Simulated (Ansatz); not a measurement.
# CH6BN: the cost of one run

Method: RKS r2SCAN-D4/def2-SVP, in Ansatz 0.2.0.

### 1 The starting structure

Bond lengths: C1–B2 1.519 Å, B2–N3 1.514 Å, C1–H4 1.065 Å, C1–H5 1.141 Å, C1–H6 1.149 Å, B2–H7 1.208 Å, N3–H8 1.101 Å, N3–H9 1.094 Å. Angles: C1–B2–N3 119.2°, C1–B2–H7 120.0°, N3–B2–H7 120.7°, B2–C1–H4 111.5°, B2–C1–H5 112.8°, B2–C1–H6 112.7°, H4–C1–H5 105.3°, H4–C1–H6 108.4°, H5–C1–H6 105.7°, B2–N3–H8 104.4°, B2–N3–H9 107.5°, H8–N3–H9 103.4°.

Coordinates:

```xyz
9

C    -0.6489    0.7388   -0.6193
B     0.4878   -0.1745   -0.1929
N     0.2399   -1.2085    0.8848
H    -1.4727    0.1835   -1.0038
H    -0.3507    1.4535   -1.4575
H    -1.0280    1.4044    0.2370
H     1.5689   -0.0830   -0.7240
H     1.2197   -1.6884    1.0355
H     0.0725   -0.6721    1.8230
```

### 2 Relaxing end A

The input, input.yaml:

```yaml
crystal:
  periodic: [false, false, false]
  atoms:
    - { symbol: C, position_ang: [-0.6489, 0.7388, -0.6193] }
    - { symbol: B, position_ang: [0.4878, -0.1745, -0.1929] }
    - { symbol: "N", position_ang: [0.2399, -1.2085, 0.8848] }
    - { symbol: H, position_ang: [-1.4727, 0.1835, -1.0038] }
    - { symbol: H, position_ang: [-0.3507, 1.4535, -1.4575] }
    - { symbol: H, position_ang: [-1.028, 1.4044, 0.237] }
    - { symbol: H, position_ang: [1.5689, -0.083, -0.724] }
    - { symbol: H, position_ang: [1.2197, -1.6884, 1.0355] }
    - { symbol: H, position_ang: [0.0725, -0.6721, 1.823] }
basis:
  gaussian: { orbitals: def2-SVP }
hamiltonian:
  xc: r2scan
  dispersion: d4
relax:
  f_tol: 0.015
  max_steps: 40
```

On the command line:

```sh
> ansatz run input.yaml --threads 1 --pin off --max-ram 2048MiB --backend cpu --events-out ev --progress --plain --runs-dir out
```

**Question.** How long does this run take on 1 thread of Arm Neoverse V2, shared host, and how much memory does it need?

About 28 s, with a peak of 0.14 GiB.
